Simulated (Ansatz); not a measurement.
Reaction: C2H6S (ethanethiol, SMILES CCS) → C2H5 (SMILES C[CH2], doublet) + HS (SMILES [SH], doublet) (the C-S bond breaks)
Each species at its own B3LYP-D3(BJ)/def2-TZVP minimum (Ansatz, an electronic-structure program), one conformer.

Quantity: bond dissociation energy (electronic), in kcal/mol. UHF or UKS for unpaired electrons; spin-orbit terms are left out. CBS(X,Y): correlation extrapolated as X^-3, Hartree-Fock from the larger set. A bracket is a step between two methods taken in the basis named. The functionals are non-relativistic, so their misses hold any scalar relativity. '+ core + X2C': CCSD(T) terms for core correlation (cc-pwCVTZ, 1s frozen past Ne) and scalar relativity (cc-pVTZ-DK).

CCSD(T)/CBS(cc-pV(T+d)Z,cc-pV(Q+d)Z) + [CCSDT(Q) - CCSD(T)]/cc-pV(D+d)Z + core + X2C (Ansatz) gives 78.9 kcal/mol.

Question: How far off this value is PBE/def2-TZVPD (Ansatz), in which direction, and which of these levels come nearer: r2SCAN/def2-TZVPD, B3LYP/def2-TZVPD, wB97M-V/def2-TZVPD, CCSD(T)/CBS(cc-pV(T+d)Z,cc-pV(Q+d)Z) + core + X2C?

Answer: PBE gives 77.1 kcal/mol, 1.8 kcal/mol below it. Differences of the others: r2SCAN/def2-TZVPD (Ansatz) -6.6; B3LYP/def2-TZVPD (Ansatz) -8.2; wB97M-V/def2-TZVPD (Ansatz) -0.2; CCSD(T)/CBS(cc-pV(T+d)Z,cc-pV(Q+d)Z) + core + X2C (Ansatz) 0.0 kcal/mol. Nearer than PBE: wB97M-V/def2-TZVPD, CCSD(T)/CBS(cc-pV(T+d)Z,cc-pV(Q+d)Z) + core + X2C.
